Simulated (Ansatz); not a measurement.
The input, for Ansatz 0.2.0:

```yaml
crystal:
  periodic: [false, false, false]
  atoms:
    - {symbol: C, position_ang: [-2.139270, 0.000000, 0.000000]}
    - {symbol: H, position_ang: [-2.502475, 1.027301, 0.000000]}
    - {symbol: H, position_ang: [-2.502475, -0.513650, 0.889668]}
    - {symbol: H, position_ang: [-2.502475, -0.513650, -0.889669]}
    - {symbol: H, position_ang: [-0.582270, 0.000000, 0.000000]}
    - {symbol: Cl, position_ang: [0.954730, 0.000000, 0.000000]}
basis:
  gaussian: {orbitals: cc-pVDZ}
magnetization: {spin_polarized: false, initial_magnetization: 1}
correlation: {method: sc_nevpt2, electrons: outside_noble_gas, active_space: {window: {electrons: 3, orbitals: 3}}}
```

```sh
$ ansatz run in.yaml --threads 1 --pin off --events-out ev --progress --plain --max-ram 2816MiB --backend cpu
```

Log:

```
502 factors; integrals over basis functions are off by at most 1.5e-3 eV
mean field evaluation 1: about -13594.3367 eV, gradient 1.4e1 eV
mean field evaluation 2: about -13594.3649 eV, gradient 1.4e1 eV
mean field evaluation 4: about -13595.2160 eV, gradient 1.5e0 eV
mean field evaluation 8: about -13595.2376 eV, gradient 8.8e-2 eV
mean field evaluation 16: about -13592.9473 eV, gradient 3.0e0 eV
mean field evaluation 32: about -13593.2901 eV, gradient 2.7e0 eV
mean field -13595.23772934 eV, -499.6157713700 hartree, gradient 3.0e-6 eV, S^2 0.750000; 4 other end points of the search recorded, 0 dependent functions left out
reference -13595.23772934 eV, -499.6157713700 hartree; 14, 13 occupied and 38, 39 virtual orbitals, 502 factors
state -13595.92000117 eV, -499.6408443975 hartree
state -13595.92000117 eV, -499.6408443975 hartree; corrected -13603.31947635 eV, -499.9127700946 hartree
Total energy: -13603.31947635 eV, -499.9127700946 hartree
```

Natural occupations: 1.9569 1.0014 0.0417.

For the same geometry and basis UCCSDT(Q) lies 1171.0 meV lower.

Ran on 1 thread of AMD EPYC 7R13, shared host: 1.3 s wall, 0.2 GiB peak host memory.
